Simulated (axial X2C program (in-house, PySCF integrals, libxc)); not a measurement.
# A two-component session on ClH: properties at the nuclei

Wanted for ClH: properties at the nuclei, at the two-component level.

Method: two-component X2C with atomic mean-field terms, Cl dyall-av3z, H dyall-v3z; program: an in-house X2C program for linear molecules on PySCF integrals.

All values are calculated.

## (1) Input

The input, task.json:

```json
{"zs": [17, 1], "q": 0, "bas": ["dyall-av3z", "dyall-v3z"], "r0": 1.31, "levels": ["PBE0", "HF", "BHandHLYP", "TPSSh", "PBE50"], "nst": 3}
```

Keys: zs atomic numbers; q charge; bas basis sets; r0 starting distance in Å; levels methods (HF also brings MP2); nst determinants followed.

On the command line:

```
$ python soeom.py task.json out
```

Further steps of the session: Expectation values, lowest determinant.

Before running it: what results should come out? Wanted: lowest state; qzz Cl; qzz H; μ.

**Answer**, as computed:

| quantity | value |
| --- | --- |
| lowest state | Ω = 0 (closed shell) |
| qzz Cl (a.u.), PBE0 | 3.57 |
| qzz H (a.u.), PBE0 | 0.28 |
| μ (D), PBE0 | 1.13 |

**Reading.** The expectation values come from single determinants. qzz is the electric field gradient, eQq0 = 234.96 MHz × Q/barn × qzz; μ is positive if H is the positive end. The operators were transformed with the bare-nucleus X2C matrices.
